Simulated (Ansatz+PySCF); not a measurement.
doublet CHO: levels of theory in one basis

```xyz
3

H    -1.5209    1.3888    0.0000
C     0.1086    0.5493    0.0000
O     0.1086   -0.5856    0.0000
```

Basis set: cc-pVTZ (spherical functions). Left uncorrelated: 2 orbitals. Correlation on ROHF uses semicanonical orbitals with singles. Charge 0, multiplicity 2.

Computed with Ansatz (development build ahead of 0.2.0) and PySCF 2.14.0; each method stands on the lowest determinant of its kind that the runs found.

```json
{"method": "ROHF", "E − E(ROHF) (eV)": "0.00", "<S²> of the determinant": "0.75"}
{"method": "UHF", "E − E(ROHF) (eV)": "-0.10", "<S²> of the determinant": "0.78"}
{"method": "ROHF-MP2", "E − E(ROHF) (eV)": "-9.90", "<S²> of the determinant": "–"}
{"method": "UHF-MP2", "E − E(ROHF) (eV)": "-9.91", "<S²> of the determinant": "0.78"}
{"method": "ROHF-CCSD", "E − E(ROHF) (eV)": "-10.06", "<S²> of the determinant": "–"}
{"method": "UHF-CCSD", "E − E(ROHF) (eV)": "-10.06", "<S²> of the determinant": "0.78"}
{"method": "ROHF-CCSD(T)", "E − E(ROHF) (eV)": "-10.54", "<S²> of the determinant": "–"}
{"method": "UHF-CCSD(T)", "E − E(ROHF) (eV)": "-10.55", "<S²> of the determinant": "0.78"}
```

Caution for ROHF-MP2, UHF-MP2, ROHF-CCSD, UHF-CCSD, ROHF-CCSD(T), UHF-CCSD(T): bonds are stretched, where a single reference can fail.
